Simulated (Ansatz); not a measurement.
# Computed against measured: atomisation enthalpy at 298 K

6 molecules holding an element from Na to Cl; the atomisation enthalpy at 298 K in kJ/mol, computed less measured. Shapes, held fixed at every level: PBE0-D4/def2-TZVP. Flexible molecules stand in one conformer, not always the lowest. Thermal terms are harmonic and unscaled (PBE0-D4/def2-TZVP); the spin-orbit lowering of the free atoms is taken from their spectra. Programs: Ansatz 0.2.0. Measured values: Active Thermochemical Tables, CRC Handbook of Chemistry and Physics, NIST-JANAF tables.

Levels: A = wB97M-V/def2-TZVPP; B = CCSD(T)/def2-SVP; C = CCSD(T)/def2-TZVPP.

```tsv
molecule	from tabulated heats	A	B	C
Cl2 (chlorine)	243	+3	-76	-29
SClO2F (sulfuryl chloride fluoride)	1533	-3	-406	-113
C2ClF3 (SMILES FC(F)=C(F)Cl)	2299	+18	-144	-88
C2H4Cl2 (1,2-dichloroethane)	2678	+7	-158	-79
C3H5Cl3 (1,2,3-trichloropropane)	3787	+14	-216	-112
C3H7Cl (2-chloropropane)	3943	+8	-173	-93
```

Which level does best on this set, which worst, and which err to one side?


| level | kind | mean error | mean absolute error | worst case |
| --- | --- | --- | --- | --- |
| wB97M-V/def2-TZVPP | range-separated hybrid | +7.8 | 8.8 | C2ClF3 |
| CCSD(T)/def2-SVP | coupled cluster or CI | -195.5 | 195.5 | SClO2F |
| CCSD(T)/def2-TZVPP | coupled cluster or CI | -85.7 | 85.7 | SClO2F |

On this set wB97M-V/def2-TZVPP has the smallest mean absolute error and CCSD(T)/def2-SVP the largest. wB97M-V/def2-TZVPP is too high in 5 of 6; CCSD(T)/def2-SVP is too low in 6 of 6; CCSD(T)/def2-TZVPP is too low in 6 of 6. The heats of C2ClF3 (chlorotrifluoroethylene), C3H5Cl3 (1,2,3-trichloropropane), C3H7Cl (2-chloropropane) come from older tables and can be uncertain by 10 kJ/mol or more. Heats of the atoms come from ATcT where it has them. The levels differ in basis as well as in method. The tabulated value of SClO2F is in doubt (older tables, estimates, or at odds with other calculations) and kept here. Over the 5 molecules whose values aren't doubted the mean absolute errors are A 10.0; B 153.4; C 80.2. Correlated wave functions converge slowly with the basis. The set is small.
